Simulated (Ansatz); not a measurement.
Cost and result for the atomization energy of C3H7NO (`CO/C=C/N`) (12 atoms, 11 bonds).

```xyz
12

C     1.280   -0.906    1.161
O     1.300   -0.857   -0.239
C     0.298   -0.155   -0.828
C    -0.676    0.528   -0.227
N    -1.597    1.349   -0.900
H     2.139   -1.501    1.468
H     1.359    0.098    1.597
H     0.361   -1.379    1.531
H     0.393   -0.183   -1.909
H    -0.763    0.554    0.852
H    -2.549    1.196   -0.600
H    -1.545    1.256   -1.905
```

Total charge 0; spin multiplicity 1. Geometry: relaxed with PBE0-D4/def2-TZVP. It is one conformer, not always the lowest. Program: Ansatz. All runs use 4 threads of an Arm Neoverse V1 on a shared host. Times are those of one run each, without the atoms' runs, and a repeat can differ threefold. Electronic energies, without spin–orbit coupling; frozen cores. CCSD(T)/CBS adds CCSD(T) − MP2 in def2-TZVPP to the MP2 limit, and its time is that of the two runs behind it. T1 = 0.012. B3LYP takes the VWN-RPA correlation (the form of Gaussian; ORCA's B3LYP/G).

CCSD(T)/CBS is a level of theory with its own doubt, some kJ/mol a heavy atom from the limit and from the frozen cores, so smaller differences don't rank the functionals.

```json
{"level": "LDA (SPW92)/def2-TZVPP", "functions": "253", "wall time": "1.1 s"}
{"level": "revPBE-D4/def2-TZVPP", "functions": "253", "wall time": "1.9 s"}
{"level": "PBE-D4/def2-TZVPP (with forces)", "functions": "253", "wall time": "2.4 s"}
{"level": "BHLYP-D4/def2-TZVPP", "functions": "253", "wall time": "2.7 s"}
{"level": "CAM-B3LYP-D4/def2-TZVPP", "functions": "253", "wall time": "3.1 s"}
{"level": "r2SCAN-D4/def2-TZVPP (with forces)", "functions": "253", "wall time": "4.2 s"}
{"level": "B3LYP-D4/def2-TZVPP (with forces)", "functions": "253", "wall time": "4.4 s"}
{"level": "PBE-QIDH/def2-TZVPP", "functions": "253", "wall time": "5.5 s"}
{"level": "CCSD(T)/def2-SVP", "functions": "105", "wall time": "6 s"}
{"level": "B97M-V/def2-TZVPP", "functions": "253", "wall time": "9 s"}
{"level": "MP2/def2-QZVPP", "functions": "495", "wall time": "33 s"}
{"level": "CCSD(T)/def2-TZVPP", "functions": "253", "wall time": "2.8 min"}
{"level": "CCSD(T)/CBS(def2)", "functions": "–", "wall time": "3.3 min"}
```

Q: What atomization energy does each give, and how far from CCSD(T)/CBS? (An estimate is asked.)

A: Ansatz gave: 
| level | atomization (kJ/mol) | difference from CCSD(T)/CBS | per bond |
| --- | --- | --- | --- |
| LDA (SPW92)/def2-TZVPP | 5452.4 | 773.7 | 70.3 |
| revPBE-D4/def2-TZVPP | 4702.3 | 23.6 | 2.1 |
| PBE-D4/def2-TZVPP (with forces) | 4833.1 | 154.4 | 14.0 |
| BHLYP-D4/def2-TZVPP | 4526.4 | -152.3 | -13.8 |
| CAM-B3LYP-D4/def2-TZVPP | 4719.5 | 40.8 | 3.7 |
| r2SCAN-D4/def2-TZVPP (with forces) | 4691.5 | 12.8 | 1.2 |
| B3LYP-D4/def2-TZVPP (with forces) | 4701.9 | 23.2 | 2.1 |
| PBE-QIDH/def2-TZVPP | 4650.6 | -28.1 | -2.6 |
| CCSD(T)/def2-SVP | 4441.0 | -237.7 | -21.6 |
| B97M-V/def2-TZVPP | 4684.8 | 6.1 | 0.6 |
| MP2/def2-QZVPP | 4705.3 | 26.6 | 2.4 |
| CCSD(T)/def2-TZVPP | 4551.5 | -127.2 | -11.6 |
| CCSD(T)/CBS(def2) | 4678.7 | 0.0 | 0.0 |

From PBE to PBE0 (25 % exact exchange), in def2-TZVPP and without D4, the atomization energy moves by −113.8 kJ/mol: exact exchange takes away binding that semilocal exchange gives to molecules. At CCSD(T), def2-SVP lies −237.7 kJ/mol from the extrapolated value and def2-TZVPP −127.2 kJ/mol: correlation converges slowly with the basis, and small sets miss more of it in the bonded molecule than in its fragments. The D4 term adds +30.0 kJ/mol with B3LYP and +15.8 kJ/mol with PBE0; it sums over pairs of atoms, weighted by their polarisabilities, and B3LYP, whose exchange is more repulsive, gets the larger term.
